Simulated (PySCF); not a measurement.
Species: C3H3N.
Cartesian coordinates in Å at the GFN2-xTB level; atoms count from 1:
```
atom  x, y, z in Å
C1    -0.162    0.873   -0.558
C2     0.462   -0.152    0.011
C3    -0.215   -1.117    0.786
N4    -0.756   -1.907    1.417
H5    -1.226    1.013   -0.452
H6     0.371    1.601   -1.145
H7     1.530   -0.306   -0.085
```

The calculation used TDDFT CAM-B3LYP/def2-SVPD, vertical, gas phase, core orbitals frozen in the response in PySCF.

Predict the UV-vis stick spectrum at this level.

```tsv
state	E (eV)	ν̃ (cm⁻¹)	f	main configurations (H = HOMO, L = LUMO)
S1	6.48	52300	0.323	H→L (89%)
S2	6.52	52610	0.0000	H-1→L (93%)
S3	7.20	58050	0.0045	H→L+1 (62%), H→L+3 (19%), H→L+4 (11%)
S4	7.77	62690	0.010	H-2→L (82%), H-4→L (15%)
S5	8.15	65760	0.011	H→L+3 (54%), H→L+1 (32%)
S6	8.41	67870	0.0039	H-4→L (80%), H-2→L (14%)
S7	8.42	67900	0.185	H-3→L (64%), H-1→L+3 (11%)
S8	8.75	70540	0.0016	H→L+2 (89%)
```

Triplets, Tamm–Dancoff:

```csv
state,E (eV),λ (nm),"main configurations (H = HOMO, L = LUMO)"
T1,3.78,328.0,H→L (94%)
T2,6.12,202.7,H-1→L (81%)
T3,6.42,193.2,"H-3→L (53%), H→L+5 (13%), H-1→L+3 (10%)"
```

The lowest singlet lies at 6.48 eV (191 nm, vacuum ultraviolet) and is strong; its leading configuration is HOMO→LUMO (89%). The lowest level is also the most intense of those listed (f = 0.323). S6/S7 lie within about 0.01 eV of each other. Löwdin shares by element: HOMO carbon 70%, nitrogen 23%; LUMO carbon 73%, nitrogen 14%. Orbital energies (eV): HOMO-3 -12.63, HOMO-2 -12.00, HOMO-1 -11.29, HOMO -9.81, LUMO -0.59, LUMO+1 1.12, LUMO+2 1.93. Of the 8 states listed, 4 reach f = 0.01 and 1 stays under 0.0005. Weighted by f, the mean energy of these states is 7.23 eV. Singlets were solved by full linear response, triplets in the Tamm–Dancoff approximation.
